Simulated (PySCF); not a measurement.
Rows and methods have been separated. Pair them.

C5H13N.
SMILES: `CCCN(C)C`

The closed-shell ground state was solved 3 times with PySCF (density fitting, gas phase), always in the pcSseg-2 basis (398 functions), with these functionals: KT3, PBE0 and wB97X-D. Geometry: PBE0-D3(BJ)/def2-TZVP, one conformer, isolated molecule.

```tsv
row	total energy (Eh)	HOMO (eV)	LUMO (eV)	dipole (D)
P	-252.8799	-6.15	0.66	0.43
Q	-253.1124	-8.01	2.32	0.48
R	-257.2330	-4.98	-0.19	0.32
```

Q: Which functional belongs to which row?

A: P = PBE0, Q = wB97X-D, R = KT3. By rising HOMO–LUMO gap: KT3 (GGA) 4.79 eV; PBE0 (global hybrid, 25 % exact exchange) 6.81 eV; wB97X-D (range-separated hybrid) 10.33 eV. Total energies of different functionals aren't bounds to one another; each is stationary for its own functional.

Shape of the structure used: `[CH3:1][CH2:2][CH2:3][N:4]([CH3:5])[CH3:6]`: C1–C2–C3–N4 -171°, C2–C3–N4–C5 -65°.

wB97X-D is run here without its empirical dispersion term; that term would change no orbital, density or response property at a fixed geometry.
